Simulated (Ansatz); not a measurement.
Program: Ansatz. Geometries: PBE0-D4/def2-TZVP. ΔE: electronic, gas phase. CBS: MP2 limit from def2 TZ/QZ plus the TZ coupled-cluster correction, frozen cores. This one scheme is used for every species. Functionals use def2-TZVPP. HSE06 is defined as in plane-wave codes. No spin–orbit coupling; open shells (•) take unrestricted orbitals. One conformer a species, not always the lowest.

Reaction (hydrogen abstraction from a B–H bond): `SBS` + `[OH]`• → `S[B]S`• + H₂O

| level | ΔE (kcal/mol) |
| --- | --- |
| PBE-D4 | -19.9 |
| HSE06-D4 | -16.2 |
| ωB97X-V | -12.3 |
| B2PLYP | -14.7 |

(1) What does CCSD(T)/CBS give? (Estimate.)

Largest T1 diagnostic among the species: 0.017.

## Answers

(1) The calculation gave: -16.2 kcal/mol. The listed levels differ from it by -3.7, 0.0, 3.9, 1.5 kcal/mol.

From BLYP to BHLYP (50 % exact exchange), in def2-TZVPP and without D4, ΔE moves by +7.8 kcal/mol. At CCSD(T), def2-SVP lies +6.5 kcal/mol from the extrapolated value and def2-TZVPP +2.3 kcal/mol. In def2-TZVPP, CCSD(T) changes the Hartree–Fock value by −14.9 kcal/mol (the triples alone add −1.3 kcal/mol) and MP2 by −19.9 kcal/mol.
